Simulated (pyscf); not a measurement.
PySCF, gas phase, ωB97X-D3(BJ)/def2-SVP geometries.

Q: For the elementary gas-phase step H₂N–Si(NH₂)(Cl)–Cl + H atom (H•) → H₂N–Si•(Cl)–Cl + ammonia (NH₃) (doublet surface; N–Si broken, H–N formed), what barrier and reaction energy does ωB97M-D3(BJ)/def2-TZVP give, measured from the separated reactants?

A: ΔE‡ = 19.3 kcal/mol, ΔE = +2.9 kcal/mol. Zero-point energy shifts the barrier by +2.5 kcal/mol. It is a substitution at N, with an imaginary mode of 1761i cm⁻¹. On the product side the descent ends in a bound adduct, 8.0 kcal/mol under the separated species and 26.7 kcal/mol under the saddle at ωB97X-D3(BJ)/def2-TZVP. At ωB97X-D3(BJ)/def2-TZVP the barrier from the zero used here is 21.8 kcal/mol. Abstraction by the radical was not located in this set and often lies lower. One saddle was located; it need not be the lowest between these sides. The angle at the attacked N is 130°.
